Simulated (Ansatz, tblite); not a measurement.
# FeBr3: one state, many levels

Aim: run the sextet of FeBr3 at one geometry on many levels, and compare frontier levels, spin and run time.

The runs use Ansatz 0.2.0, Gaussian basis; as each input shows.

Levels to be run: GFN1-xTB, GFN2-xTB, PBE-D4/def2-TZVP, r2SCAN-D4/def2-TZVP, revPBE-D4/def2-TZVP, PBE-QIDH/def2-TZVP, PBE-D4/def2-SVP, PBE0-D4/def2-SVP, HF/6-31G, B3LYP-D4/6-31G, PBE0-D4/def2-TZVPD, PBE-D4/def2-TZVPD, r2SCAN-D4/def2-TZVPD, CCSD(T)/def2-SVP, MP2/def2-TZVP, RPA/def2-TZVP.

3 further runs of the same task are left out: 1 for a known fault of the program, 2 set aside as unsound or not needed.

### Step 1. The structure

The geometry is that of the sextet, from an earlier relaxation (r2SCAN-D4/def2-SVP).

4 atoms, charge 0, spin multiplicity 6.

Bond lengths: Fe1–Br2 2.281 Å, Fe1–Br3 2.281 Å, Fe1–Br4 2.281 Å. Angles: Br2–Fe1–Br3 120.0°, Br2–Fe1–Br4 120.0°, Br3–Fe1–Br4 120.0°.

Geometry (Å):

| atom | x (Å) | y (Å) | z (Å) |
| --- | --- | --- | --- |
| Fe1 | 0.0001 | 0.0000 | 0.0070 |
| Br2 | 2.2812 | -0.0264 | 0.0103 |
| Br3 | -1.1178 | 1.9885 | -0.0188 |
| Br4 | -1.1635 | -1.9622 | 0.0015 |

Formally the metal is d5. No spin-orbit coupling is included.

PBE0-D4/def2-TZVP was run before; its log isn't repeated, and its numbers join the tables.

### Step 2. GFN1-xTB

Tight binding, by tblite at 300 K electronic temperature and without a spin-polarisation term:

```python
tblite.interface.Calculator('GFN1-xTB', numbers, positions, charge=0, uhf=5).singlepoint()
```

Energy -398.2226 eV; 0.012 s.

### Step 3. GFN2-xTB

Tight binding, by tblite at 300 K electronic temperature and without a spin-polarisation term:

```python
tblite.interface.Calculator('GFN2-xTB', numbers, positions, charge=0, uhf=5).singlepoint()
```

Energy -421.0151 eV; 0.01 s.

### Step 4. PBE-D4/def2-TZVP

start.molden holds the orbitals of an earlier run on this state, given as this run's starting guess.

in.yaml reads:

```yaml
crystal:
  periodic: [false, false, false]
  atoms:
    - {symbol: Fe, position_ang: [0.000063, 0.000048, 0.007028]}
    - {symbol: Br, position_ang: [2.281227, -0.026361, 0.010287]}
    - {symbol: Br, position_ang: [-1.117836, 1.988547, -0.018797]}
    - {symbol: Br, position_ang: [-1.163454, -1.962244, 0.001482]}
basis:
  gaussian: {orbitals: def2-TZVP, initial_orbitals: start.molden}
magnetization: {spin_polarized: true, initial_magnetization: 5}
hamiltonian: {xc: pbe, dispersion: d4}
scf: {omitted_lower_state_checks: [starts]}
output: {orbitals: {seedname: orbitals}}
```

Launch:

```sh
$ ansatz run in.yaml --threads 4 --pin off --events-out ev --progress --plain --max-ram 4787MiB
```

After this run come: r2SCAN-D4/def2-TZVP; revPBE-D4/def2-TZVP; PBE-QIDH/def2-TZVP; PBE-D4/def2-SVP; PBE0-D4/def2-SVP; HF/6-31G; B3LYP-D4/6-31G; PBE0-D4/def2-TZVPD; PBE-D4/def2-TZVPD; r2SCAN-D4/def2-TZVPD; CCSD(T)/def2-SVP; MP2/def2-TZVP; RPA/def2-TZVP.

Before running them: what should the planned runs give, taken together? Wanted: gap in def2-TZVP, named functionals, smallest and largest; correlation energy, CCSD(T)/def2-SVP; correlation energy, MP2/def2-TZVP; binding an atom, CCSD(T)/def2-SVP; ⟨S²⟩ in def2-TZVP, named functionals, smallest and largest; PBE0 total energy, smallest basis above largest.

As calculated:

| quantity | value |
| --- | --- |
| gap in def2-TZVP, named functionals, smallest and largest | 0.81 eV (PBE-D4), 3.48 eV (PBE0-D4) |
| correlation energy, CCSD(T)/def2-SVP | -27.42 eV |
| correlation energy, MP2/def2-TZVP | -33.34 eV |
| binding an atom, CCSD(T)/def2-SVP | 2.108 eV |
| ⟨S²⟩ in def2-TZVP, named functionals, smallest and largest | 8.759, 8.768 |
| PBE0 total energy, smallest basis above largest | 30.36 eV (def2-SVP, def2-TZVPD) |

What this shows: Orbital gaps of the named functionals in def2-TZVP span 0.81 eV (PBE-D4) to 3.48 eV (PBE0-D4); exact exchange widens it. A small miss in a minimal or small basis is a cancelling of errors, not accuracy. The functionals in def2-TZVP miss CCSD(T)/def2-SVP by +0.176 (PBE-QIDH) to +0.493 eV (r2SCAN-D4) an atom. The yardstick is in a double-zeta basis, so levels in larger sets aren't compared like for like. CCSD(T)/def2-SVP isn't at the basis-set limit; small misses against it rank nothing. Over the named functionals in def2-TZVP spin contamination reaches 0.02 (PBE0-D4), which is small.
